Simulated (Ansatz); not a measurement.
Density of states of Rh (P6_3/mmc, a = 2.675 Å, b = 2.675 Å, c = 8.727 Å, α = 90.00°, β = 90.00°, γ = 120.00°), in states per eV and primitive cell, averaged over bins of 0.3 eV. Level of theory: DFT PBEsol, scalar-relativistic, plane waves, PAW in Ansatz 0.2.0.

Settings: cutoff 420 eV, Γ-centred mesh 18×18×6 on the computed 4-atom cell, Gaussian smearing of 0.10 eV; no spin polarisation.

The cell is relaxed at this level. The states (both spins) are summed by tetrahedra on a 27×27×9 mesh at the self-consistent density. Energies are bin centres; the table starts no lower than −8 eV and ends at 6 eV, or lower where the solved bands end.

It is a metal at this level.

```tsv
E − E_F (eV)	total	Rh 4d	Rh 5s	Rh 4p
-7.90	0.14	0.00	0.13	0.00
-7.60	0.21	0.00	0.20	0.00
-7.30	0.29	0.01	0.27	0.00
-7.00	0.36	0.02	0.33	0.01
-6.70	0.47	0.04	0.41	0.01
-6.40	1.33	0.73	0.57	0.01
-6.10	4.37	3.30	1.02	0.03
-5.80	5.66	4.48	1.12	0.04
-5.50	7.69	6.71	0.90	0.04
-5.20	6.92	6.16	0.68	0.05
-4.90	5.02	4.64	0.31	0.03
-4.60	4.55	4.26	0.21	0.03
-4.30	4.12	3.85	0.19	0.03
-4.00	5.68	5.26	0.32	0.03
-3.70	6.36	5.99	0.27	0.03
-3.40	6.58	6.20	0.27	0.03
-3.10	6.29	5.86	0.29	0.03
-2.80	7.82	7.34	0.35	0.03
-2.50	6.65	6.17	0.35	0.03
-2.20	6.30	5.79	0.35	0.03
-1.90	5.12	4.74	0.25	0.02
-1.60	4.36	4.04	0.21	0.01
-1.30	4.49	4.19	0.20	0.01
-1.00	5.74	5.44	0.19	0.01
-0.70	4.59	4.35	0.15	0.01
-0.40	4.70	4.46	0.16	0.01
-0.10	5.22	5.00	0.16	0.00
0.20	6.72	6.50	0.16	0.00
0.50	7.87	7.62	0.21	0.00
0.80	4.27	3.98	0.25	0.00
1.10	0.99	0.64	0.29	0.00
1.40	0.96	0.53	0.34	0.00
1.70	0.96	0.48	0.37	0.00
2.00	0.96	0.43	0.40	0.00
2.30	1.00	0.39	0.43	0.00
2.60	1.01	0.35	0.44	0.00
2.90	0.99	0.31	0.44	0.00
3.20	0.93	0.26	0.43	0.00
3.50	0.90	0.23	0.42	0.00
3.80	0.89	0.20	0.41	0.00
4.10	0.93	0.18	0.41	0.00
4.40	0.92	0.16	0.39	0.00
4.70	0.88	0.14	0.36	0.00
5.00	0.86	0.12	0.34	0.00
5.30	0.88	0.11	0.33	0.00
5.60	0.84	0.09	0.30	0.00
```

The columns after the total are the Löwdin projections on the occupied valence shells of the potentials. The rest of the total lies in shells that are empty in the free atom, which aren't projected, and between the atoms.

This form isn't the element's structure at ambient conditions.

Cost: 1 run of about 1.3 core-minutes, on Intel Xeon Platinum 8259CL (Skylake/Cascade Lake) (shared hosts).